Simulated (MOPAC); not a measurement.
A run for MOPAC: PM7 on acetamide (SMILES CC(N)=O), a point of a torsion scan.

```
PM7 1SCF PRECISE CHARGE=0 THREADS=1
C2H5NO

C     -1.11713162 1     0.01433630 1    -0.25130655 1
C      0.16206531 1    -0.05029940 1     0.53540478 1
N      1.29230451 1     0.25404608 1    -0.25819647 1
O      0.23679195 1    -0.35548333 1     1.69684014 1
H     -1.36212272 1     1.06255543 1    -0.41126451 1
H     -0.98417406 1    -0.44911219 1    -1.22471850 1
H     -1.92424157 1    -0.46301600 1     0.29627881 1
H      1.65702414 1    -0.56743245 1    -0.72420315 1
H      2.04759686 1     0.55802040 1     0.35851022 1
```

Output:

```
*******************************************************************************
 **                                                                           **
 **                              MOPAC v23.2.5                                **
 **                                                                           **
 *******************************************************************************
 ** MOPAC's Digital Object Identifier: https://doi.org/10.5281/zenodo.6511958 **
 **                                                                           **
 ** Please cite the open-source release paper for use of this MOPAC version:  **
 ** J. E. Moussa and J. J. P. Stewart (2026)                                  **
 ** MOPAC: An open-source semiempirical molecular orbital program             **
 ** J. Open Source Softw., 11(119), 8025, https://doi.org/10.21105/joss.08025 **
 *******************************************************************************

                              PM7 CALCULATION RESULTS

 *******************************************************************************
 *  PM7        - The PM7 Hamiltonian to be used
 *
 *
 *
 *                 CHARGE ON SYSTEM = 0
 *
 *
 *
 *  PRECISE    - TIGHTER CRITERIA TO BE USED
 *  1SCF       - DO 1 SCF AND THEN STOP
 *  THREADS=1  - MULTI-THREADING NOT USED
 *  T=         - A TIME OF 172800.0 SECONDS REQUESTED
 *  DUMP=N     - RESTART FILE WRITTEN EVERY 7200.0 SECONDS REQUESTED
 *******************************************************************************
PM7 1SCF PRECISE CHARGE=0 THREADS=1
 C2H5NO

   ATOM   CHEMICAL          X               Y               Z
  NUMBER   SYMBOL      (ANGSTROMS)     (ANGSTROMS)     (ANGSTROMS)

     1       C         -1.11713162  *   0.01433630  *  -0.25130655  *
     2       C          0.16206531  *  -0.05029940  *   0.53540478  *
     3       N          1.29230451  *   0.25404608  *  -0.25819647  *
     4       O          0.23679195  *  -0.35548333  *   1.69684014  *
     5       H         -1.36212272  *   1.06255543  *  -0.41126451  *
     6       H         -0.98417406  *  -0.44911219  *  -1.22471850  *
     7       H         -1.92424157  *  -0.46301600  *   0.29627881  *
     8       H          1.65702414  *  -0.56743245  *  -0.72420315  *
     9       H          2.04759686  *   0.55802040  *   0.35851022  *



          CARTESIAN COORDINATES

    NO.       ATOM           X           Y           Z

     1         C         -1.1171      0.0143     -0.2513
     2         C          0.1621     -0.0503      0.5354
     3         N          1.2923      0.2540     -0.2582
     4         O          0.2368     -0.3555      1.6968
     5         H         -1.3621      1.0626     -0.4113
     6         H         -0.9842     -0.4491     -1.2247
     7         H         -1.9242     -0.4630      0.2963
     8         H          1.6570     -0.5674     -0.7242
     9         H          2.0476      0.5580      0.3585

 General Reference for PM7:
 "Optimization of Parameters for Semiempirical Methods VI: More Modifications to the
 NDDO Approximations and Re-optimization of Parameters", J. J. P. Stewart, J. Mol. Mod., 1:32, 19 (2013)
 https://link.springer.com/article/10.1007/s00894-012-1667-x

           Empirical Formula: C2 H5 N O  =     9 atoms



      MOLECULAR POINT GROUP   :   C1


      RHF CALCULATION, NO. OF DOUBLY OCCUPIED LEVELS = 12


 -------------------------------------------------------------------------------
 PM7 1SCF PRECISE CHARGE=0 THREADS=1
 C2H5NO



     1SCF WAS SPECIFIED, SO BFGS WAS NOT USED
     SCF FIELD WAS ACHIEVED


                              PM7 CALCULATION
                                                       MOPAC v23.2.5 Linux




          FINAL HEAT OF FORMATION =        -43.04960 KCAL/MOL =    -180.11954 KJ/MOL


          COSMO AREA              =         95.47 SQUARE ANGSTROMS
          COSMO VOLUME            =         78.04 CUBIC ANGSTROMS

          IONIZATION POTENTIAL    =         10.615057 EV
          HOMO LUMO ENERGIES (EV) =        -10.615  0.609
          NO. OF FILLED LEVELS    =         12
          MOLECULAR WEIGHT        =         59.0676         POINT GROUP:  C1

          MOLECULAR DIMENSIONS (Angstroms)

            Atom       Atom       Distance
            H     9    H     7     4.10145
            H     6    O     4     2.91075
            H     8    H     5     2.34981


          SCF CALCULATIONS        =          1





   ATOM   CHEMICAL          X               Y               Z
  NUMBER   SYMBOL      (ANGSTROMS)     (ANGSTROMS)     (ANGSTROMS)

     1       C         -1.11713162  *   0.01433630  *  -0.25130655  *
     2       C          0.16206531  *  -0.05029940  *   0.53540478  *
     3       N          1.29230451  *   0.25404608  *  -0.25819647  *
     4       O          0.23679195  *  -0.35548333  *   1.69684014  *
     5       H         -1.36212272  *   1.06255543  *  -0.41126451  *
     6       H         -0.98417406  *  -0.44911219  *  -1.22471850  *
     7       H         -1.92424157  *  -0.46301600  *   0.29627881  *
     8       H          1.65702414  *  -0.56743245  *  -0.72420315  *
     9       H          2.04759686  *   0.55802040  *   0.35851022  *

                             CARTESIAN COORDINATES

   1    C       -1.117131620     0.014336300    -0.251306550
   2    C        0.162065310    -0.050299400     0.535404780
   3    N        1.292304510     0.254046080    -0.258196470
   4    O        0.236791950    -0.355483330     1.696840140
   5    H       -1.362122720     1.062555430    -0.411264510
   6    H       -0.984174060    -0.449112190    -1.224718500
   7    H       -1.924241570    -0.463016000     0.296278810
   8    H        1.657024140    -0.567432450    -0.724203150
   9    H        2.047596860     0.558020400     0.358510220


           Empirical Formula: C2 H5 N O  =     9 atoms



      MOLECULAR POINT GROUP   :   C1


                  EIGENVALUES
 -36.90225 -30.86802 -26.70876 -20.33674 -17.67982 -16.77682 -15.62719 -14.58304
 -13.95170 -13.18711 -11.38226 -10.61506   0.60894   2.54750   3.55354   4.54472
   5.13662   5.21266   5.55197   5.96047   6.40157


              NET ATOMIC CHARGES AND DIPOLE CONTRIBUTIONS

  ATOM NO.   TYPE          CHARGE      No. of ELECS.   s-Pop       p-Pop
    1          C          -0.511237        4.5112     1.05999     3.45125
    2          C           0.591943        3.4081     1.10007     2.30798
    3          N          -0.669953        5.6700     1.65722     4.01274
    4          O          -0.490136        6.4901     1.87730     4.61283
    5          H           0.185749        0.8143     0.81425
    6          H           0.175188        0.8248     0.82481
    7          H           0.177143        0.8229     0.82286
    8          H           0.278017        0.7220     0.72198
    9          H           0.263286        0.7367     0.73671
 DIPOLE           X         Y         Z       TOTAL
 POINT-CHG.    -0.391    -0.035    -2.684     2.712
 HYBRID         0.647    -0.545     0.625     1.051
 SUM            0.256    -0.580    -2.059     2.154


          ATOMIC ORBITAL ELECTRON POPULATIONS

     Atom    s        px        py        pz
    1  C   1.05999   1.09305   1.20273   1.15547
    2  C   1.10007   0.85931   0.65217   0.79651
    3  N   1.65722   1.20514   1.41825   1.38935
    4  O   1.87730   1.88380   1.43366   1.29538
    5  H   0.81425
    6  H   0.82481
    7  H   0.82286
    8  H   0.72198
    9  H   0.73671

 **********************
 *                    *
 * JOB ENDED NORMALLY *
 *                    *
 **********************




 == MOPAC DONE ==
```

The run finished.

Cost: around 0.020 core-seconds (rough).
